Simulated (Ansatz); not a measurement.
Ansatz (an electronic-structure program) input (B3LYP-D3(BJ)/def2-TZVP):

Ansatz 0.2 input:
```yaml
crystal:
  periodic: [false, false, false]
  atoms:
    - {symbol: O, position_ang: [-0.93981116, -0.81483882, -0.03447668]}
    - {symbol: C, position_ang: [0.02701825, -0.05487395, -0.01986455]}
    - {symbol: O, position_ang: [1.23729759, -0.27297445, -0.03028941]}
    - {symbol: H, position_ang: [-0.26024986, 1.09926995, 0.00972805]}
basis:
  gaussian:
    orbitals: def2-TZVP
hamiltonian:
  xc: b3lyp
  dispersion: d3bj
total_charge: -1
relax: {f_tol: 0.002, max_steps: 150}
```

Output:

```
Functional definition: B3LYP
integrals: 0.02 GiB planned
526 factors; their error is unknown
mean field: 0.22 GiB planned
mean field evaluation 1: about -5149.9553 eV, gradient 2.2e1 eV
mean field evaluation 2: about -5148.6593 eV, gradient 3.6e1 eV
mean field evaluation 4: about -5150.7113 eV, gradient 4.0e-1 eV
mean field evaluation 8: about -5150.7193 eV, gradient 2.9e-1 eV
mean field evaluation 16: about -5150.7194 eV, gradient 2.7e-5 eV
mean field -5150.71942138 eV, -189.2854474528 hartree, gradient 2.7e-5 eV, S^2 0.000000; 0 other end points of the search recorded, 0 dependent functions left out
the calculation of the forces begins
reference -5150.71958782 eV, -189.2854535691 hartree; 12, 12 occupied and 87, 87 virtual orbitals, 526 factors
relax step   1: F+E_penalty+E_count = -5150.78397694 eV  Δ(F+E_penalty+E_count) = +0.000e0 eV  max|allowed force component| = 1.669e0 eV/Å  Δτ_max = 0.0000 Å  (25 SCF iters, accepted)
these checks for a lower state are left out or cut short: starts, cluster_reference, orbital_swaps, neighbouring_geometries, increment
integrals: 0.02 GiB planned
526 factors; their error is unknown
mean field: 0.22 GiB planned
mean field -5150.75076868 eV, -189.2865994446 hartree, gradient 1.1e-5 eV, S^2 0.000000; 0 other end points of the search recorded, 0 dependent functions left out
the calculation of the forces begins
reference -5150.75093365 eV, -189.2866055074 hartree; 12, 12 occupied and 87, 87 virtual orbitals, 526 factors
relax step   2: F+E_penalty+E_count = -5150.81525625 eV  Δ(F+E_penalty+E_count) = -3.128e-2 eV  max|allowed force component| = 8.758e-1 eV/Å  Δτ_max = 0.0129 Å  (31 SCF iters, accepted)
these checks for a lower state are left out or cut short: starts, cluster_reference, orbital_swaps, neighbouring_geometries, increment
integrals: 0.02 GiB planned
526 factors; their error is unknown
mean field: 0.22 GiB planned
mean field -5150.75920519 eV, -189.2869094807 hartree, gradient 1.0e-5 eV, S^2 0.000000; 0 other end points of the search recorded, 0 dependent functions left out
the calculation of the forces begins
reference -5150.75936854 eV, -189.2869154837 hartree; 12, 12 occupied and 87, 87 virtual orbitals, 526 factors
relax step   3: F+E_penalty+E_count = -5150.82367492 eV  Δ(F+E_penalty+E_count) = -8.419e-3 eV  max|allowed force component| = 1.668e-1 eV/Å  Δτ_max = 0.0216 Å  (30 SCF iters, accepted)
these checks for a lower state are left out or cut short: starts, cluster_reference, orbital_swaps, neighbouring_geometries, increment
integrals: 0.02 GiB planned
526 factors; their error is unknown
mean field: 0.22 GiB planned
mean field evaluation 32: about -5150.7538 eV, gradient 1.5e-3 eV
mean field -5150.75974345 eV, -189.2869292615 hartree, gradient 1.2e-5 eV, S^2 0.000000; 0 other end points of the search recorded, 0 dependent functions left out
the calculation of the forces begins
reference -5150.75990664 eV, -189.2869352585 hartree; 12, 12 occupied and 87, 87 virtual orbitals, 526 factors
relax step   4: F+E_penalty+E_count = -5150.82421644 eV  Δ(F+E_penalty+E_count) = -5.415e-4 eV  max|allowed force component| = 1.632e-1 eV/Å  Δτ_max = 0.0049 Å  (31 SCF iters, accepted)
these checks for a lower state are left out or cut short: starts, cluster_reference, orbital_swaps, neighbouring_geometries, increment
integrals: 0.02 GiB planned
526 factors; their error is unknown
mean field: 0.22 GiB planned
mean field -5150.67276238 eV, -189.2837327659 hartree, gradient 2.7e-5 eV, S^2 0.000000; 0 other end points of the search recorded, 0 dependent functions left out
the calculation of the forces begins
reference -5150.67292512 eV, -189.2837387465 hartree; 12, 12 occupied and 87, 87 virtual orbitals, 526 factors
relax step   5: F+E_penalty+E_count = -5150.73722307 eV  Δ(F+E_penalty+E_count) = +8.699e-2 eV  max|allowed force component| = 1.893e0 eV/Å  Δτ_max = 0.0721 Å  (29 SCF iters, rejected (line search))
these checks for a lower state are left out or cut short: starts, cluster_reference, orbital_swaps, neighbouring_geometries, increment
integrals: 0.02 GiB planned
526 factors; their error is unknown
mean field: 0.22 GiB planned
mean field -5150.76062789 eV, -189.2869617640 hartree, gradient 5.5e-6 eV, S^2 0.000000; 0 other end points of the search recorded, 0 dependent functions left out
the calculation of the forces begins
reference -5150.76079135 eV, -189.2869677711 hartree; 12, 12 occupied and 87, 87 virtual orbitals, 526 factors
relax step   6: F+E_penalty+E_count = -5150.82509538 eV  Δ(F+E_penalty+E_count) = -8.789e-4 eV  max|allowed force component| = 1.401e-2 eV/Å  Δτ_max = 0.0056 Å  (31 SCF iters, accepted)
these checks for a lower state are left out or cut short: starts, cluster_reference, orbital_swaps, neighbouring_geometries, increment
integrals: 0.02 GiB planned
526 factors; their error is unknown
mean field: 0.22 GiB planned
mean field -5150.76063153 eV, -189.2869618979 hartree, gradient 1.2e-5 eV, S^2 0.000000; 0 other end points of the search recorded, 0 dependent functions left out
the calculation of the forces begins
reference -5150.76079500 eV, -189.2869679053 hartree; 12, 12 occupied and 87, 87 virtual orbitals, 526 factors
relax step   7: F+E_penalty+E_count = -5150.82509681 eV  Δ(F+E_penalty+E_count) = -1.435e-6 eV  max|allowed force component| = 1.008e-2 eV/Å  Δτ_max = 0.0004 Å  (32 SCF iters, accepted)
these checks for a lower state are left out or cut short: starts, cluster_reference, orbital_swaps, neighbouring_geometries, increment
integrals: 0.02 GiB planned
526 factors; their error is unknown
mean field: 0.22 GiB planned
mean field evaluation 64: about -5150.7606 eV, gradient 5.5e-6 eV
mean field -5150.76063232 eV, -189.2869619267 hartree, gradient 5.5e-6 eV, S^2 0.000000; 0 other end points of the search recorded, 0 dependent functions left out
the calculation of the forces begins
reference -5150.76079578 eV, -189.2869679339 hartree; 12, 12 occupied and 87, 87 virtual orbitals, 526 factors
relax step   8: F+E_penalty+E_count = -5150.82509853 eV  Δ(F+E_penalty+E_count) = -1.722e-6 eV  max|allowed force component| = 9.661e-5 eV/Å  Δτ_max = 0.0002 Å  (33 SCF iters, accepted)
integrals: 0.02 GiB planned
526 factors; their error is unknown
mean field: 0.22 GiB planned
mean field -5150.76063232 eV, -189.2869619267 hartree, gradient 5.5e-6 eV, S^2 0.000000; 1 other end points of the search recorded, 0 dependent functions left out
the calculation of the forces begins
reference -5150.76079578 eV, -189.2869679339 hartree; 12, 12 occupied and 87, 87 virtual orbitals, 526 factors
Total energy: -5150.82526200 eV, -189.2893370237 hartree
Atom 0 at    -0.953094    -0.814722    -0.034576 Å, force    -0.000002     0.000012     0.000033 eV/Å
Atom 1 at     0.022008    -0.034734    -0.019341 Å, force     0.000016    -0.000068    -0.000097 eV/Å
Atom 2 at     1.249005    -0.266674    -0.030342 Å, force    -0.000012     0.000019     0.000033 eV/Å
Atom 3 at    -0.253665     1.072713     0.009357 Å, force    -0.000002     0.000037     0.000031 eV/Å
Dipole moment:    -0.061232     0.245985     0.006377 e Å
```

It need not be the lowest isomer of its formula. Whether it binds its extra electron was not tested at this geometry.
